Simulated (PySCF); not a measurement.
**NO2F (nitryl fluoride) at 6 levels**

Aim: a comparison of 6 runs (HF/3-21G, BHLYP/cc-pVTZ, M06-L/cc-pVTZ, PBE0/cc-pVTZ, wB97M-V/cc-pVTZ, wB97X/cc-pVTZ) of NO2F (nitryl fluoride). The job is set up through a Python script.

Program for the calculation: PySCF 2.14.0.

1 further run of the same task is left out (set aside as unsound or not needed).

**1. The system as given**

NO2F has 4 atoms, charge 0, and is taken as a singlet. SMILES: `O=[N+]([O-])F`. The N2–F4 distance was set to 1.659 Å, away from the relaxed value.

Bond lengths: O1–N2 1.170 Å, N2–O3 1.170 Å. Angles: O1–N2–O3 135.6°. A long bond or contact: N2–F4 1.659 Å.

**2. The energy at HF/3-21G (run 1)**

run.py reads:

```python
from pyscf import gto

mol = gto.Mole()
mol.atom = '''
O      0.589521     0.677573     2.378268
N      0.384353    -0.346149     0.429752
O      1.134310    -2.229979    -0.450898
F     -1.407071     1.267156    -1.573216
'''
mol.verbose = 3
mol.unit = 'bohr'
mol.basis = '3-21g'
mol.max_memory = 1860
mol.build()

mf = mol.RHF()
mf.conv_tol = 1e-10
mf.kernel()
if not mf.converged:
    mf = mf.newton().run(mf.mo_coeff, mf.mo_occ)

energy = mf.e_tot
print('Final energy', energy)
```

Run with:

```sh
$ OMP_NUM_THREADS=1 python run.py
```

Standard output:

```text
converged SCF energy = -301.660148910908
Final energy -301.6601489109076
```

Run time: 0.93 s. Hardware: 1 thread of Arm Neoverse V1, shared host; peak memory 0.12 GiB.

**3. The energy at BHLYP/cc-pVTZ (run 2)**

geometry.xyz reads:

```xyz
4

O      0.311961     0.358556     1.258525
N      0.203391    -0.183174     0.227415
O      0.600251    -1.180054    -0.238605
F     -0.744590     0.670550    -0.832510
```

input.py reads:

```python
from pyscf import gto, dft

molecule = gto.Mole()
molecule.atom = 'geometry.xyz'
molecule.max_memory = 1860
molecule.verbose = 3
molecule.basis = 'cc-pvtz'
molecule.build()

ks = dft.RKS(molecule)
ks.xc = 'bhandhlyp'
ks.grids.level = 5
ks.conv_tol = 1e-10
ks.kernel()
if not ks.converged:
    ks = ks.newton().run(ks.mo_coeff, ks.mo_occ)

e_final = ks.e_tot
print('Final energy', e_final)
```

Run with:

```sh
$ OMP_NUM_THREADS=1 python input.py
```

Standard output:

```text
converged SCF energy = -304.825429903632
Final energy -304.82542990363186
```

Run time: 19 s. Hardware: 1 thread of Arm Neoverse V1, shared host; peak memory 0.65 GiB.

Runs 3 to 5 aren't shown in full; the table further down has their settings and results.

**4. A single-point energy at wB97X/cc-pVTZ (run 6)**

run.py reads:

```python
from pyscf import gto, dft

mol = gto.M(
    atom='''
O      0.589521     0.677573     2.378268
N      0.384353    -0.346149     0.429752
O      1.134310    -2.229979    -0.450898
F     -1.407071     1.267156    -1.573216
''',
    basis='cc-pvtz',
    max_memory=1860,
    unit='bohr',
    charge=0,
    spin=0,
    verbose=4,
)

ks = dft.RKS(mol)
ks.xc = 'wb97x'
ks.grids.level = 5
ks.conv_tol = 1e-10
ks.kernel()
if not ks.converged:
    ks = ks.newton().run(ks.mo_coeff, ks.mo_occ)

e_final = ks.e_tot
print(f'total energy: {e_final:.8f} hartree')
```

Run with:

```sh
$ OMP_NUM_THREADS=1 python run.py
```

Standard output:

```text
PySCF version 2.14.0

[... 73 lines left out ...]
converged SCF energy = -304.919538015061
total energy: -304.91953802 hartree
```

Run time: 30 s. Hardware: 1 thread of Arm Neoverse V1, shared host; peak memory 0.65 GiB.

**5. Overview of the runs**

| run | level | integration grid | nlc grid | energy (Eh) | dipole moment (D) | HOMO energy (eV) | LUMO energy (eV) | wall time |
| --- | --- | --- | --- | --- | --- | --- | --- | --- |
| 1 | HF/3-21G | – | – | -301.660149 | 0.84 | -14.38 | 1.31 | 0.93 s |
| 2 | BHLYP/cc-pVTZ | 5 | – | -304.825430 | 1.49 | -12.72 | -1.99 | 19 s |
| 3 | M06-L/cc-pVTZ | 5 | – | -304.963177 | 1.66 | -8.94 | -3.84 | 43 s |
| 4 | PBE0/cc-pVTZ | 5 | – | -304.691677 | 1.54 | -10.67 | -3.03 | 20 s |
| 5 | wB97M-V/cc-pVTZ | 5 | 1 | -304.918758 | 1.52 | -13.11 | -0.61 | 72 s |
| 6 | wB97X/cc-pVTZ | 5 | – | -304.919538 | 1.54 | -13.17 | -0.71 | 30 s |

**6. Summary of results**

| quantity | value |
| --- | --- |
| run 6: total energy | -304.91954 Eh |
| run 6: dipole moment | 1.54 D |
| run 6: HOMO energy | -13.17 eV |
| run 6: LUMO energy | -0.71 eV |
| run 6: HOMO–LUMO gap | 12.46 eV |

The dipole moment (its size) runs from 0.84 D (HF/3-21G) to 1.66 D (M06-L/cc-pVTZ). The two ends differ in method and basis. The HOMO–LUMO gap runs from 5.11 eV (M06-L/cc-pVTZ) to 15.69 eV (HF/3-21G). Totals of different functionals can't be ranked against each other. All runs together took 3.1 min, the longest 72 s.
